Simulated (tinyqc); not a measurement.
UKS/BP86 in the sto-3g basis, for H2O, spin multiplicity 3, step by step (part 2 of 3). Computed by tinyqc, a small Python program that keeps every step (integrals from PySCF). Command: `OMP_NUM_THREADS=1 python tinyqc.py 27409 27410 out.jsonl` (the two numbers bound the seeds that draw the settings). One thread of a shared host (Intel(R) Xeon(R) Processor @ 2.60GHz), about 4 s of CPU time with the checks.

Geometry (angstrom):

| atom | x | y | z |
|---|---|---|---|
| O | 0.00000 | 0.00000 | 0.00000 |
| H | 0.00000 | 0.98000 | 0.58300 |
| H | 0.00000 | -0.96500 | 0.57400 |

## Iteration 2: exchange-correlation on the grid

D(alpha) after iteration 1:
```
           1O 1s     1O 2s   1O 2px    1O 2py    1O 2pz     2H 1s     3H 1s
1O 1s    0.56528  -0.29933  0.00000   0.00114  -0.02288   0.06615   0.06886
1O 2s   -0.29933   1.42347  0.00000  -0.00910   0.16054  -0.46654  -0.48904
1O 2px   0.00000   0.00000  1.00000   0.00000   0.00000   0.00000   0.00000
1O 2py   0.00114  -0.00910  0.00000   1.15732  -0.00372  -0.23565   0.25363
1O 2pz  -0.02288   0.16054  0.00000  -0.00372   1.07078  -0.20616  -0.21516
2H 1s    0.06615  -0.46654  0.00000  -0.23565  -0.20616   0.96167   0.27085
3H 1s    0.06886  -0.48904  0.00000   0.25363  -0.21516   0.27085   1.00449
```

D(beta) after iteration 1:
```
           1O 1s     1O 2s   1O 2px    1O 2py    1O 2pz     2H 1s     3H 1s
1O 1s    0.53509  -0.15672  0.00000   0.00074   0.02474   0.02667   0.02766
1O 2s   -0.15672   0.72597  0.00000  -0.00468  -0.07733  -0.20279  -0.21269
1O 2px   0.00000   0.00000  1.00000   0.00000   0.00000   0.00000   0.00000
1O 2py   0.00074  -0.00468  0.00000   0.04493  -0.00489  -0.12134   0.12646
1O 2pz   0.02474  -0.07733  0.00000  -0.00489   0.98860  -0.10184  -0.10585
2H 1s    0.02667  -0.20279  0.00000  -0.12134  -0.10184   0.64536  -0.03421
3H 1s    0.02766  -0.21269  0.00000   0.12646  -0.10585  -0.03421   0.65495
```

Becke grid with 40 radial and 50 angular points per atom, points of zero weight dropped. rho = sum D_ij phi_i phi_j; V_xc,ij = sum w v_xc phi_i phi_j plus the gradient terms; v_xc is d(rho eps)/d rho(s) for spin s at fixed gradient.

The 16 grid points with the largest w rho, of 5989 (bohr, atomic units):

| x | y | z | w | rho(alpha) | rho(beta) | eps_xc | v_xc(alpha) |
|---|---|---|---|---|---|---|---|
| 0.79860 | 0.00000 | -0.79860 | 0.05986 | 0.20143 | 0.19235 | -0.62283 | -0.77288 |
| -0.79860 | 0.00000 | -0.79860 | 0.05986 | 0.20143 | 0.19235 | -0.62283 | -0.77288 |
| 0.68759 | 0.00000 | -0.68759 | 0.03990 | 0.29666 | 0.28215 | -0.69365 | -0.88340 |
| -0.68759 | 0.00000 | -0.68759 | 0.03990 | 0.29666 | 0.28215 | -0.69365 | -0.88340 |
| 0.79860 | 0.00000 | 0.79860 | 0.05937 | 0.21244 | 0.16095 | -0.61619 | -0.77944 |
| -0.79860 | 0.00000 | 0.79860 | 0.05937 | 0.21244 | 0.16095 | -0.61619 | -0.77944 |
| 0.68759 | 0.00000 | 0.68759 | 0.03977 | 0.31825 | 0.23774 | -0.68843 | -0.89640 |
| -0.68759 | 0.00000 | 0.68759 | 0.03977 | 0.31825 | 0.23774 | -0.68843 | -0.89640 |
| 0.92183 | 0.00000 | -0.92183 | 0.08841 | 0.12244 | 0.11719 | -0.54563 | -0.64908 |
| -0.92183 | 0.00000 | -0.92183 | 0.08841 | 0.12244 | 0.11719 | -0.54563 | -0.64908 |
| 0.34052 | 0.34052 | -1.02157 | 0.05349 | 0.20254 | 0.18211 | -0.61912 | -0.77298 |
| -0.34052 | 0.34052 | -1.02157 | 0.05349 | 0.20254 | 0.18211 | -0.61912 | -0.77298 |
| -0.34052 | -0.34052 | -1.02157 | 0.05349 | 0.20256 | 0.18169 | -0.61896 | -0.77294 |
| 0.34052 | -0.34052 | -1.02157 | 0.05349 | 0.20256 | 0.18169 | -0.61896 | -0.77294 |
| 0.58795 | 0.00000 | -0.58795 | 0.02613 | 0.40001 | 0.37977 | -0.75642 | -0.97785 |
| -0.58795 | 0.00000 | -0.58795 | 0.02613 | 0.40001 | 0.37977 | -0.75642 | -0.97785 |

electrons on the grid, sum of w rho = 9.99997

E_xc = sum of w rho eps_xc = -7.1955785 hartree

V_xc(alpha) (hartree):
```
           1O 1s     1O 2s    1O 2px    1O 2py    1O 2pz     2H 1s     3H 1s
1O 1s   -2.61254  -0.38001   0.00000   0.00005  -0.00093  -0.05707  -0.05950
1O 2s   -0.38001  -0.84341   0.00000   0.00043  -0.00744  -0.23980  -0.24797
1O 2px   0.00000   0.00000  -0.83330   0.00000   0.00000   0.00000   0.00000
1O 2py   0.00005   0.00043   0.00000  -0.84455   0.00021  -0.17051   0.17588
1O 2pz  -0.00093  -0.00744   0.00000   0.00021  -0.83759  -0.10328  -0.10641
2H 1s   -0.05707  -0.23980   0.00000  -0.17051  -0.10328  -0.52440  -0.06608
3H 1s   -0.05950  -0.24797   0.00000   0.17588  -0.10641  -0.06608  -0.53012
```

V_xc(beta) (hartree):
```
           1O 1s     1O 2s    1O 2px    1O 2py    1O 2pz     2H 1s     3H 1s
1O 1s   -2.57792  -0.36021   0.00000   0.00011   0.00189  -0.05390  -0.05621
1O 2s   -0.36021  -0.73811   0.00000   0.00079   0.01450  -0.20704  -0.21408
1O 2px   0.00000   0.00000  -0.77662   0.00000   0.00000   0.00000   0.00000
1O 2py   0.00011   0.00079   0.00000  -0.64652   0.00071  -0.13939   0.14382
1O 2pz   0.00189   0.01450   0.00000   0.00071  -0.77551  -0.08985  -0.09255
2H 1s   -0.05390  -0.20704   0.00000  -0.13939  -0.08985  -0.47470  -0.05866
3H 1s   -0.05621  -0.21408   0.00000   0.14382  -0.09255  -0.05866  -0.47727
```

## Iteration 2: building the Kohn-Sham matrix

core Hamiltonian H = T + V (hartree):
```
            1O 1s     1O 2s    1O 2px    1O 2py    1O 2pz     2H 1s     3H 1s
1O 1s   -32.55062  -7.57249   0.00000   0.00030  -0.01136  -1.12602  -1.17365
1O 2s    -7.57249  -9.17525   0.00000   0.00331  -0.13958  -2.69441  -2.77862
1O 2px    0.00000   0.00000  -7.32562   0.00000   0.00000   0.00000   0.00000
1O 2py    0.00030   0.00331   0.00000  -7.44934   0.00144  -1.72213   1.76614
1O 2pz   -0.01136  -0.13958   0.00000   0.00144  -7.36940  -1.05621  -1.08259
2H 1s    -1.12602  -2.69441   0.00000  -1.72213  -1.05621  -4.38543  -0.78391
3H 1s    -1.17365  -2.77862   0.00000   1.76614  -1.08259  -0.78391  -4.43747
```

nuclear repulsion = 7.7549875 hartree

Given earlier and not repeated: Two-electron integrals (ij|kl) in chemists' order.

J_ij = sum D_kl (ij|kl) with D = D(alpha) + D(beta); F = H + J + V_xc; E = tr D H + tr D J / 2 + E_xc + E_nn.

Coulomb J (hartree):
```
           1O 1s     1O 2s   1O 2px    1O 2py    1O 2pz    2H 1s     3H 1s
1O 1s   13.20836   2.67527  0.00000  -0.00051   0.00426  0.39558   0.41243
1O 2s    2.67527   7.50116  0.00000  -0.00385   0.07855  2.27033   2.34227
1O 2px   0.00000   0.00000  7.49153   0.00000   0.00000  0.00000   0.00000
1O 2py  -0.00051  -0.00385  0.00000   7.48004  -0.00121  1.61020  -1.65485
1O 2pz   0.00426   0.07855  0.00000  -0.00121   7.51758  0.98558   1.01191
2H 1s    0.39558   2.27033  0.00000   1.61020   0.98558  4.58480   0.68327
3H 1s    0.41243   2.34227  0.00000  -1.65485   1.01191  0.68327   4.63716
```

F(alpha) (hartree):
```
            1O 1s     1O 2s    1O 2px    1O 2py    1O 2pz     2H 1s     3H 1s
1O 1s   -21.95480  -5.27724   0.00000  -0.00016  -0.00803  -0.78751  -0.82073
1O 2s    -5.27724  -2.51750   0.00000  -0.00011  -0.06846  -0.66388  -0.68431
1O 2px    0.00000   0.00000  -0.66739   0.00000   0.00000   0.00000   0.00000
1O 2py   -0.00016  -0.00011   0.00000  -0.81385   0.00045  -0.28243   0.28716
1O 2pz   -0.00803  -0.06846   0.00000   0.00045  -0.68942  -0.17391  -0.17709
2H 1s    -0.78751  -0.66388   0.00000  -0.28243  -0.17391  -0.32502  -0.16672
3H 1s    -0.82073  -0.68431   0.00000   0.28716  -0.17709  -0.16672  -0.33043
```

F(beta) (hartree):
```
            1O 1s     1O 2s    1O 2px    1O 2py    1O 2pz     2H 1s     3H 1s
1O 1s   -21.92018  -5.25744   0.00000  -0.00010  -0.00521  -0.78434  -0.81744
1O 2s    -5.25744  -2.41220   0.00000   0.00026  -0.04653  -0.63112  -0.65042
1O 2px    0.00000   0.00000  -0.61071   0.00000   0.00000   0.00000   0.00000
1O 2py   -0.00010   0.00026   0.00000  -0.61582   0.00094  -0.25132   0.25510
1O 2pz   -0.00521  -0.04653   0.00000   0.00094  -0.62733  -0.16049  -0.16323
2H 1s    -0.78434  -0.63112   0.00000  -0.25132  -0.16049  -0.27532  -0.15930
3H 1s    -0.81744  -0.65042   0.00000   0.25510  -0.16323  -0.15930  -0.27758
```

total energy of this density = -54.0554877 hartree

This density is a damped mixture and is not idempotent.

## Iteration 2: diagonalisation and new density

X:
```
               1         2         3        4         5         6         7
1O 1s   -0.36415  -0.03162   0.72619  0.00000  -0.60408   0.00490   0.20229
1O 2s    1.03009   0.07181  -0.24882  0.00000  -0.26318   0.00735   0.47542
1O 2px   0.00000   0.00000   0.00000  1.00000   0.00000   0.00000   0.00000
1O 2py  -0.07135   0.88661   0.00133  0.00000  -0.00104   0.65832  -0.00835
1O 2pz   0.39761   0.02721   0.66563  0.00000   0.65919   0.00307   0.18531
2H 1s   -0.58061  -0.78291  -0.20180  0.00000   0.16587   0.40277   0.37455
3H 1s   -0.70479   0.69185  -0.19724  0.00000   0.16281  -0.38852   0.38716
```

overlap S:
```
          1O 1s    1O 2s   1O 2px    1O 2py   1O 2pz    2H 1s     3H 1s
1O 1s   1.00000  0.23670  0.00000   0.00000  0.00000  0.03490   0.03638
1O 2s   0.23670  1.00000  0.00000   0.00000  0.00000  0.36309   0.37298
1O 2px  0.00000  0.00000  1.00000   0.00000  0.00000  0.00000   0.00000
1O 2py  0.00000  0.00000  0.00000   1.00000  0.00000  0.27947  -0.28525
1O 2pz  0.00000  0.00000  0.00000   0.00000  1.00000  0.16625   0.16967
2H 1s   0.03490  0.36309  0.00000   0.27947  0.16625  1.00000   0.13039
3H 1s   0.03638  0.37298  0.00000  -0.28525  0.16967  0.13039   1.00000
```

Diagonalise F' = X^T F X, C = X C', fill 6 alpha and 4 beta electrons from the bottom; D(s) = C_occ C_occ^T; the new density keeps 0.5 of the old one (damping). Each column has its largest component positive (the first on a tie).

F' = X^T F X (alpha) (hartree):
```
          1         2         3         4         5         6         7
1  -0.98209  -0.09325   2.54992   0.00000  -2.34073   0.04015   0.66801
2  -0.09325  -0.07953   0.25251   0.00000  -0.23566  -0.30251   0.08659
3   2.54992   0.25251  -9.73132   0.00000   9.04055  -0.09180  -4.71473
4   0.00000   0.00000   0.00000  -0.66739   0.00000   0.00000   0.00000
5  -2.34073  -0.23566   9.04055   0.00000  -9.80022   0.09385   4.87771
6   0.04015  -0.30251  -0.09180   0.00000   0.09385  -0.70087  -0.05025
7   0.66801   0.08659  -4.71473   0.00000   4.87771  -0.05025  -3.44828
```

orbital energies (alpha) (hartree): MO1 -21.95515, MO2 -1.33046, MO3 -0.82368, MO4 -0.68649, MO5 -0.66739, MO6 -0.00106, MO7 0.05451

coefficients C (alpha):
```
             MO1       MO2       MO3       MO4      MO5       MO6       MO7
1O 1s    0.99895  -0.24657  -0.00014   0.03267  0.00000   0.08307   0.01235
1O 2s    0.00458   1.02539   0.00114  -0.15667  0.00000  -0.58261  -0.08980
1O 2px   0.00000   0.00000   0.00000   0.00000  1.00000   0.00000   0.00000
1O 2py   0.00000  -0.00003   0.94423   0.00306  0.00000  -0.07181   0.57261
1O 2pz   0.00059   0.10680  -0.00282   0.96994  0.00000  -0.34079  -0.04950
2H 1s   -0.00059  -0.00235   0.08877   0.06388  0.00000   0.89062  -0.71808
3H 1s   -0.00060  -0.00277  -0.08883   0.06276  0.00000   0.67285   0.93652
```

F' = X^T F X (beta) (hartree):
```
          1         2         3         4         5         6         7
1  -0.90365  -0.09712   2.55543   0.00000  -2.34208   0.03547   0.70683
2  -0.09712   0.04164   0.25298   0.00000  -0.23543  -0.22089   0.08936
3   2.55543   0.25298  -9.68855   0.00000   9.04934  -0.09125  -4.71604
4   0.00000   0.00000   0.00000  -0.61071   0.00000   0.00000   0.00000
5  -2.34208  -0.23543   9.04934   0.00000  -9.75485   0.09367   4.87930
6   0.03547  -0.22089  -0.09125   0.00000   0.09367  -0.56841  -0.05141
7   0.70683   0.08936  -4.71604   0.00000   4.87930  -0.05141  -3.36699
```

orbital energies (beta) (hartree): MO1 -21.92043, MO2 -1.22326, MO3 -0.63985, MO4 -0.62923, MO5 -0.61071, MO6 0.04729, MO7 0.12467

coefficients C (beta):
```
             MO1       MO2       MO3       MO4      MO5       MO6       MO7
1O 1s    0.99911  -0.24568  -0.00210   0.02709  0.00000   0.08583   0.01104
1O 2s    0.00385   1.02176   0.01101  -0.13571  0.00000  -0.59544  -0.07999
1O 2px   0.00000   0.00000   0.00000   0.00000  1.00000   0.00000   0.00000
1O 2py   0.00000  -0.00065   0.89786   0.06495  0.00000  -0.07011   0.63979
1O 2pz   0.00039   0.07681  -0.07020   0.96599  0.00000  -0.35340  -0.04377
2H 1s   -0.00042   0.00589   0.14409   0.08348  0.00000   0.87511  -0.72611
3H 1s   -0.00043   0.00531  -0.15239   0.06026  0.00000   0.69064   0.91529
```

D(alpha) after iteration 2:
```
           1O 1s     1O 2s   1O 2px    1O 2py    1O 2pz     2H 1s     3H 1s
1O 1s    0.81597  -0.30055  0.00000  -0.00242  -0.02262   0.07110   0.06345
1O 2s   -0.30055   1.41946  0.00000   0.01665   0.15832  -0.49887  -0.44691
1O 2px   0.00000   0.00000  1.00000   0.00000   0.00000   0.00000   0.00000
1O 2py  -0.00242   0.01665  0.00000   1.02703   0.01053  -0.10780   0.06081
1O 2pz  -0.02262   0.15832  0.00000   0.01053   1.06956  -0.22410  -0.19181
2H 1s    0.07110  -0.49887  0.00000  -0.10780  -0.22410   0.88342   0.43312
3H 1s    0.06345  -0.44691  0.00000   0.06081  -0.19181   0.43312   0.73453
```

D(beta) after iteration 2:
```
           1O 1s     1O 2s   1O 2px    1O 2py    1O 2pz     2H 1s     3H 1s
1O 1s    0.79721  -0.20380  0.00000   0.00039   0.01629   0.01338   0.01394
1O 2s   -0.20380   0.89426  0.00000  -0.00214  -0.06536  -0.10326  -0.10856
1O 2px   0.00000   0.00000  0.50000   0.00000   0.00000   0.00000   0.00000
1O 2py   0.00039  -0.00214  0.00000   0.42765  -0.00262   0.00672  -0.00323
1O 2pz   0.01629  -0.06536  0.00000  -0.00262   0.96629  -0.01543  -0.01827
2H 1s    0.01338  -0.10326  0.00000   0.00672  -0.01543   0.33656  -0.02555
3H 1s    0.01394  -0.10856  0.00000  -0.00323  -0.01827  -0.02555   0.34092
```

## Iteration 39 (converged): orbitals

converged F(alpha) (hartree):
```
            1O 1s     1O 2s    1O 2px    1O 2py    1O 2pz     2H 1s     3H 1s
1O 1s   -18.62250  -4.80020   0.00000   0.00059  -0.00781  -0.71597  -0.74619
1O 2s    -4.80020  -2.04491   0.00000   0.00498  -0.06674  -0.56505  -0.58555
1O 2px    0.00000   0.00000  -0.26852   0.00000   0.00000   0.00000   0.00000
1O 2py    0.00059   0.00498   0.00000  -0.27090   0.00193  -0.22334   0.23218
1O 2pz   -0.00781  -0.06674   0.00000   0.00193  -0.21829  -0.14419  -0.14869
2H 1s    -0.71597  -0.56505   0.00000  -0.22334  -0.14419  -0.28498  -0.14870
3H 1s    -0.74619  -0.58555   0.00000   0.23218  -0.14869  -0.14870  -0.30313
```

converged F(beta) (hartree):
```
            1O 1s     1O 2s    1O 2px    1O 2py    1O 2pz     2H 1s     3H 1s
1O 1s   -18.59914  -4.78295   0.00000   0.00066  -0.00372  -0.71348  -0.74361
1O 2s    -4.78295  -1.95777   0.00000   0.00528  -0.04342  -0.54300  -0.56328
1O 2px    0.00000   0.00000  -0.10489   0.00000   0.00000   0.00000   0.00000
1O 2py    0.00066   0.00528   0.00000  -0.23455   0.00229  -0.21201   0.22140
1O 2pz   -0.00372  -0.04342   0.00000   0.00229  -0.15634  -0.13296  -0.13759
2H 1s    -0.71348  -0.54300   0.00000  -0.21201  -0.13296  -0.21218  -0.14243
3H 1s    -0.74361  -0.56328   0.00000   0.22140  -0.13759  -0.14243  -0.23718
```

Diagonalise F' = X^T F X, C = X C', fill 6 alpha and 4 beta electrons from the bottom; D(s) = C_occ C_occ^T. Each column has its largest component positive (the first on a tie).

F' = X^T F X (alpha) (hartree):
```
          1         2         3         4         5         6         7
1  -0.50042  -0.07095   1.99038   0.00000  -1.77918   0.01481   0.66092
2  -0.07095   0.21928   0.20185   0.00000  -0.18737  -0.01037   0.07669
3   1.99038   0.20185  -7.94279   0.00000   7.82901  -0.07936  -4.08000
4   0.00000   0.00000   0.00000  -0.26852   0.00000   0.00000   0.00000
5  -1.77918  -0.18737   7.82901   0.00000  -8.22656   0.08259   4.29668
6   0.01481  -0.01037  -0.07936   0.00000   0.08259  -0.40090  -0.04029
7   0.66092   0.07669  -4.08000   0.00000   4.29668  -0.04029  -2.97966
```

orbital energies (alpha) (hartree): MO1 -18.63258, MO2 -0.87924, MO3 -0.40042, MO4 -0.26852, MO5 -0.25642, MO6 0.11109, MO7 0.22652

coefficients C (alpha):
```
             MO1       MO2       MO3      MO4       MO5       MO6       MO7
1O 1s    0.99360  -0.24890  -0.00492  0.00000   0.07618   0.10857   0.00380
1O 2s    0.02751   0.92862   0.02324  0.00000  -0.37981  -0.64415  -0.02624
1O 2px   0.00000   0.00000   0.00000  1.00000   0.00000   0.00000   0.00000
1O 2py  -0.00013  -0.00800   0.67508  0.00000   0.01355  -0.01688   0.87656
1O 2pz   0.00230   0.09045  -0.01019  0.00000   0.83164  -0.60866  -0.01996
2H 1s   -0.00538   0.10352   0.37592  0.00000   0.27838   0.75249  -0.72458
3H 1s   -0.00559   0.11246  -0.38692  0.00000   0.26824   0.71737   0.76986
```

F' = X^T F X (beta) (hartree):
```
          1         2         3         4         5         6         7
1  -0.39541  -0.06595   2.01056   0.00000  -1.78632   0.01503   0.68226
2  -0.06595   0.28854   0.20441   0.00000  -0.18875  -0.02909   0.07686
3   2.01056   0.20441  -7.90460   0.00000   7.83963  -0.07991  -4.08060
4   0.00000   0.00000   0.00000  -0.10489   0.00000   0.00000   0.00000
5  -1.78632  -0.18875   7.83963   0.00000  -8.18685   0.08345   4.30465
6   0.01503  -0.02909  -0.07991   0.00000   0.08345  -0.35380  -0.03843
7   0.68226   0.07686  -4.08060   0.00000   4.30465  -0.03843  -2.90725
```

orbital energies (beta) (hartree): MO1 -18.60856, MO2 -0.79643, MO3 -0.35462, MO4 -0.20344, MO5 -0.10489, MO6 0.20731, MO7 0.29637

coefficients C (beta):
```
             MO1       MO2       MO3       MO4      MO5       MO6       MO7
1O 1s    0.99383  -0.24623  -0.00626   0.07187  0.00000   0.11523   0.00121
1O 2s    0.02653   0.91628   0.02924  -0.36258  0.00000  -0.67142  -0.01053
1O 2px   0.00000   0.00000   0.00000   0.00000  1.00000   0.00000   0.00000
1O 2py  -0.00013  -0.00944   0.69918   0.02062  0.00000   0.00641   0.85745
1O 2pz   0.00196   0.06135  -0.01442   0.83560  0.00000  -0.60706  -0.00728
2H 1s   -0.00512   0.11788   0.35192   0.27664  0.00000   0.73354  -0.75394
3H 1s   -0.00532   0.12984  -0.36873   0.26638  0.00000   0.73327   0.76167
```

D(alpha) after iteration 39:
```
           1O 1s     1O 2s   1O 2px    1O 2py    1O 2pz     2H 1s     3H 1s
1O 1s    1.06680  -0.30277  0.00000  -0.00226  -0.02290   0.06994   0.06668
1O 2s   -0.30277   1.42281  0.00000   0.01397   0.16002  -0.48573  -0.46869
1O 2px   0.00000   0.00000  1.00000   0.00000   0.00000   0.00000   0.00000
1O 2py  -0.00226   0.01397  0.00000   0.45626   0.01393   0.24402  -0.27057
1O 2pz  -0.02290   0.16002  0.00000   0.01393   1.07038  -0.22097  -0.19945
2H 1s    0.06994  -0.48573  0.00000   0.24402  -0.22097   0.79580   0.48071
3H 1s    0.06668  -0.46869  0.00000  -0.27057  -0.19945   0.48071   0.74895
```

D(beta) after iteration 39:
```
           1O 1s     1O 2s   1O 2px    1O 2py    1O 2pz     2H 1s     3H 1s
1O 1s    1.05353  -0.22549  0.00000  -0.00069   0.04698  -0.01643  -0.01581
1O 2s   -0.22549   0.97259  0.00000   0.00431  -0.24712   0.01786   0.01146
1O 2px   0.00000   0.00000  0.00000   0.00000   0.00000   0.00000   0.00000
1O 2py  -0.00069   0.00431  0.00000   0.48936   0.00657   0.25064  -0.25354
1O 2pz   0.04698  -0.24712  0.00000   0.00657   0.70221   0.23331   0.23586
2H 1s   -0.01643   0.01786  0.00000   0.25064   0.23331   0.21430  -0.04074
3H 1s   -0.01581   0.01146  0.00000  -0.25354   0.23586  -0.04074   0.22381
```
